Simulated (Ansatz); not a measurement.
# BH3+ (doublet): from Hartree-Fock to the top rungs, cc-pVTZ

An exercise on one series of results from a longer session: the logs are not shown, and one member is left open.

Program: Ansatz 0.2.0, Gaussian basis. Level of theory: cc-pVTZ, core rule «outside noble gas», up to 1 orbitals frozen. These are calculated values, not measurements.

Plan: UHF; CCSD(T) on ROHF; CCSD(T) on UHF; BCCD(T) on ROHF; CCSDT(Q) on ROHF; CCSDT(Q) on UHF; CASSCF and MRCISD+Q, 5 electrons in 7 orbitals; CASSCF and NEVPT2, 5 electrons in 7 orbitals.

14 further runs of the same task are left out: 2 for a known fault of the program, 8 that didn't finish, 4 set aside as unsound or not needed.

**The system**

The geometry is a PBE0/def2-TZVP stationary point (not a proven minimum).

4 atoms, charge 1, spin multiplicity 2.

Atoms are counted from 1 here; the program's logs count them from 0.

Bond lengths: B1–H2 1.276 Å, B1–H3 1.174 Å, B1–H4 1.276 Å. Angles: H2–B1–H3 145.8°, H2–B1–H4 68.5°, H3–B1–H4 145.8°.

As a file:

```
B     0.00000    0.00000    0.06814
H     0.00000    0.71778   -0.98661
H     0.00000    0.00000    1.24235
H     0.00000   -0.71778   -0.98661
```

Set-up of the first run:

File in.yaml:

```yaml
crystal:
  periodic: [false, false, false]
  atoms:
    - {symbol: B, position_ang: [0.000000, 0.000000, 0.068140]}
    - {symbol: H, position_ang: [0.000000, 0.717784, -0.986606]}
    - {symbol: H, position_ang: [0.000000, 0.000000, 1.242354]}
    - {symbol: H, position_ang: [0.000000, -0.717784, -0.986606]}
basis:
  gaussian: {orbitals: cc-pVTZ}
total_charge: 1
magnetization: {spin_polarized: true, initial_magnetization: 1}
hamiltonian: {xc: hf}
output: {orbitals: {seedname: orbitals}}
```

The run is started by

```sh
ansatz run in.yaml --threads 1 --pin off --events-out ev --progress --plain --max-ram 2393MiB
```

Steps of the session up to this table: UHF; CCSD(T) on ROHF; CCSD(T) on UHF; BCCD(T) on ROHF; CCSDT(Q) on ROHF; CCSDT(Q) on UHF; CASSCF and MRCISD+Q, 5 electrons in 7 orbitals; CASSCF and NEVPT2, 5 electrons in 7 orbitals.

One of the session's tables, all rows but one given; the rest of the session is left out.

```
          method  from UCCSDT(Q) (meV)
            ROHF               +3011.8
             UHF               +2887.1
            RMP2                +588.9
            UMP2                +601.7
           RCCSD                 +67.4
           UCCSD                 +64.6
        RCCSD(T)                 +12.9
        UCCSD(T)                 +12.8
         BCCD(T)                 +13.0
          RCCSDT                  +1.0
          UCCSDT                  +0.7
       RCCSDT(Q)                  +0.3
       UCCSDT(Q)                     0
  CASSCF valence               +1627.4
  NEVPT2 valence                     ?
  MRCISD valence                 +52.3
MRCISD+Q valence                 +11.9
```

Q: Estimate the row for NEVPT2 valence from the others.

The run gave: from UCCSDT(Q) (meV): +423.1. In the column «from UCCSDT(Q) (meV)» it lies between RCCSD (+67.4) and RMP2 (+588.9).

To keep in mind: Restricted and unrestricted rows rest on different reference determinants; where their highest levels disagree by more than a few hundredths of an eV, they describe different states and don't form one ladder.
